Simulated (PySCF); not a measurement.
Bonds broken one at a time in the series acetyl-X. Isolated molecules, 0 K electronic values unless said otherwise. One relaxed conformer stands for each flexible species; it need not be the lowest. Strings in code marks are SMILES.

Quantity: electronic energy of isomers of CN, doublet states, relative to `[C]#N`, in kJ/mol.

Case: `[C-]#[N+]`. Geometry of `[C-]#[N+]` (neutral, multiplicity 2, Å):

```xyz
2

C      0.5872     0.0000     0.0000
N     -0.5872     0.0000     0.0000
```

Give the electronic energy of isomers of CN, doublet states, relative to `[C]#N` at the level PBE-D3(BJ)/def2-TZVP (PySCF).

0.00 kJ/mol.
